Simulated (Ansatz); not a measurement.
Reaction (isomerisation): `C=CCC(=O)O` → `C/C=C(\O)C=O`

Calculated with Ansatz (gas phase, PBE0-D4/def2-TZVP geometries, no zero-point term in ΔE). CCSD(T)/CBS adds triple-zeta CCSD(T) − MP2 to the extrapolated MP2 energy (def2 sets, frozen cores). Functionals use def2-TZVPP. Each species was taken in one conformer, which may not be the lowest.

```
         level  ΔE (eV)
       ωB97X-V     0.86
          PBE0     0.79
MP2/def2-QZVPP     0.85
CCSD/CBS(def2)     0.89
```

(1) What does CCSD(T)/CBS give? (Estimate.)

Largest T1 diagnostic among the species: 0.015.

## Answers

(1) Computed: +0.85 eV. The listed levels differ from it by 0.01, -0.06, 0.00, 0.04 eV.

From PBE to PBE0 (25 % exact exchange), in def2-TZVPP and without D4, ΔE moves by +0.10 eV. In def2-TZVPP, CCSD(T) changes the Hartree–Fock value by −0.16 eV (the triples alone add −0.04 eV) and MP2 by −0.15 eV.
